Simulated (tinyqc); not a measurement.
The integration grid: Kohn-Sham TPSS on finer and finer grids in the sto-3g basis, for OH+, spin multiplicity 3. Computed by the program tinyqc with PySCF. Self-consistent on each grid; the net force on the molecule should vanish.

Geometry (angstrom):
```
atom,x,y,z
O,0.0000,0.0000,0.0000
H,0.0000,0.0000,1.0470
```

Kohn-Sham energy on Becke grids (radial x angular points per atom):
```
grid,points,residual of the electron count,E (hartree),E - finest (mhartree),largest net force without grid terms (hartree/bohr)
10 x 14,274,-2.25e-02,-74.172540,141.327226,2.38e-02
15 x 26,770,1.85e-02,-74.326983,-13.115093,1.44e-02
20 x 50,1986,-2.02e-05,-74.310687,3.180230,6.36e-03
30 x 86,5139,2.43e-05,-74.313610,0.257925,2.75e-03
50 x 194,19365,-2.12e-07,-74.313872,-0.004844,1.82e-04
75 x 302,45248,8.61e-08,-74.313868,-0.000268,2.26e-06
120 x 590,141392,-2.67e-09,-74.313868,0.000000,2.91e-07
```

What does the comparison show, and why?

The energy is within 0.1 mhartree of the finest grid first at 50 x 194. The error has both signs, since quadrature is not variational. The electron count and the net force are cheap signs of a poor grid.
